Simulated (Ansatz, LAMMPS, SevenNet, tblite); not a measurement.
Elastic constant C12 of zinc-blende ZnSe: levels of theory against measurement

Reference value: 50.6 GPa (measured, temperature not stated, no zero-point or thermal correction; as tabulated in Oses et al. (2018), arXiv:1811.08464).

```tsv
level (code)	value (GPa)	cell (Å³/atom)	difference (%)
Stillinger–Weber CdTeZnSeHgS0.sw (LAMMPS)	47.4	22.77	-6.3
GFN1-xTB (tblite)	36.4	25.26	-28
SevenNet-0	49.8	23.65	-1.6
LDA (Ansatz)	58.7	21.57	+16.0
PBE (Ansatz)	45.1	23.55	-10.9
r²SCAN (Ansatz)	52.9	22.73	+4.5
B3LYP (VWN-RPA form) (Ansatz)	43.2	24.16	-14.6
HSE06 (Ansatz)	49.9	23.16	-1.4
LC-ωPBE (Ansatz)	61.8	21.98	+22
PBE0 (Ansatz)	50.8	23.09	+0.4
r²SCANh (Ansatz)	53.7	22.71	+6.1
Hartree–Fock (Ansatz)	44.7	25.25	-11.7
```

Leaving aside Stillinger–Weber CdTeZnSeHgS0.sw (doubt noted below): The reference's temperature isn't stated, so close values are not ranked against it. Off by more than 25 %, or 35 % on the side where a correction would as a rule narrow the miss (bounds picked here): GFN1-xTB (-28 %).

The measured value isn't corrected to a static lattice, so vibrations enter the comparison.  Stillinger–Weber CdTeZnSeHgS0.sw: the potential file covers more elements than this solid holds. GFN1-xTB: the method was fitted mainly to molecules. GFN1-xTB: the run uses a supercell at the zone centre in place of a k mesh. Each level is taken at its own relaxed cell. Cutoffs and k meshes differ between the levels. Ansatz's density-functional and Hartree–Fock values are scalar-relativistic unless marked +SOC, with PAW data made under PBE.

Empirical potentials (Stillinger–Weber CdTeZnSeHgS0.sw) are fitted to chosen data: where that held the value shown, agreement is built in, and what lay outside the fit can be far off. Machine-learned potentials (SevenNet-0) are trained on DFT data: a solid inside that data is no test of them.

Differences are worked out from the printed values.

Ansatz is an electronic-structure program.
